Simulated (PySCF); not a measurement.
**Structure elucidation problem**

An unknown has the formula C3H8. Its calculated NMR data are:

¹H NMR (400 MHz, computed): δ 1.39 (sept, J = 8.3 Hz, 2H), 0.96 (t, J = 8.3 Hz, 6H).

¹³C{¹H} NMR (computed): δ 21.7 (CH2), 19.2 (CH3, 2C).

Computed data (PySCF): geometry from PBE0-D3(BJ)/def2-TZVP, B3LYP/pcJ-2 coupling constants (without the spin–dipole term), B97-2/pcSseg-2 with gauge-including orbitals. Fast rotation and ring inversion assumed for equivalent nuclei, no solvent model, a single conformation, non-relativistic.

δ = σ(ref) − σ, references computed at the same level: TMS for ¹H (σref 31.64) and ¹³C (σref 185.38).

Problem. Propose a structure and justify it.

Solution. 
Rings plus π bonds: 0. 2 carbon signals for 3 carbons: some carbons are equivalent by symmetry or fast rotation. Carbon types of the structure: 1 × CH2, 2 × CH3, which accounts for all hydrogens. δC 21.7: sp3 CH2; aliphatic region, no heteroatom directly attached. δC 19.2: methyl carbon; a saturated carbon with 1 carbon neighbour and no heteroatom attached. δH 1.39: hydrogen on an sp3 CH2; far from electronegative atoms and π systems. δH 0.96: hydrogen on a methyl carbon; far from electronegative atoms and π systems. The protons at 0.96 and 1.39 share a coupling of 8.3 Hz (vicinal).

These data were computed for SMILES CCC.

Splittings below 1 Hz are ignored in the labels, and close J values are merged. Shifts are as computed. Against solution values, carbons near 30 ppm lie about +3 ppm off and those near 130 ppm about +7 ppm. Of 1211 compounds with measured shifts, 218 miss one by over three times the rms of a fit or turn the order of signals round; such compounds aren't used in these exercises.
